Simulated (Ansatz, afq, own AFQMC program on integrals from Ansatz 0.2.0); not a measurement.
# SiNH3, triplet in cc-pVTZ, levels against AFQMC with the constraint released

```xyz
5

Si    0.0000   -0.0298    0.5045
N     0.0000    0.1142   -1.0818
H     0.0000   -1.2620    1.3427
H     0.0000    1.2045    1.3150
H     0.0000   -0.7003   -1.6823
```

Connectivity, by distances: SiH2–NH.

Basis cc-pVTZ. Only valence electrons are correlated. AFQMC by an in-house program on the Cholesky factors that Ansatz 0.2.0 writes for its CCSD(T) run. ph-AFQMC/CISD is guided by a CISD state made of CCSD amplitudes; releasing the constraint for a short imaginary time cuts its bias at the price of noise, slowly where states lie close. Uncertainties: one standard error, sampling alone.

Determinant: ROHF, the one that the program's search chose, which needn't be the lowest solution. The geometry is a PBE0/def2-TZVP stationary point of this or a neighbouring charge and spin state.

No full CI on the walks' own integrals is used here. The released AFQMC energy serves as the reference, which it does only where one determinant dominates, the energy is flat over the last release times and near the phaseless one (40 meV or 2 meV an electron, half that with transition metals). On small molecules, where full CI could be run and the noise was under 10 meV, such values lay within 10 meV of it in 19 cases of 20, a flattering rate, since the rule was set on those same cases; what remains of the bias isn't in the error bar.

Cautions: another spin lies lower (by 3.59 eV); the released value is read at 1.50 1/Eh (meV from the phaseless value at times in 1/Eh: -9 ± 4 at 0.24, -12 ± 5 at 0.50, -18 ± 7 at 1.00, -4 ± 9 at 1.50).

- T1 diagnostic: 0.0183
- weight of the determinant in the CISD state: 0.880
- size of the correlated space: 12 electrons in 100 orbitals

Reference: AFQMC with the constraint released, correlation energy -8.993 ± 0.009 eV.

```tsv
level	E − E(reference) (mEh)	share of correlation (%)
HF	330.49 ± 0.32	0.00
MP2	43.82 ± 0.32	86.74
CCSD	11.33 ± 0.32	96.57
CCSD(T)	1.04 ± 0.32	99.68
ph-AFQMC/HF	1.95 ± 1.37	99.41
ph-AFQMC/CISD	0.15 ± 0.37	99.95
```

A walk keeps the symmetry of its determinant, which the program's search chose and which needn't be the lowest solution, so a lower state of the same spin and another symmetry isn't excluded. Released energies are given only where the last usable release times agree within the noise; a slower fall can still hide under it.
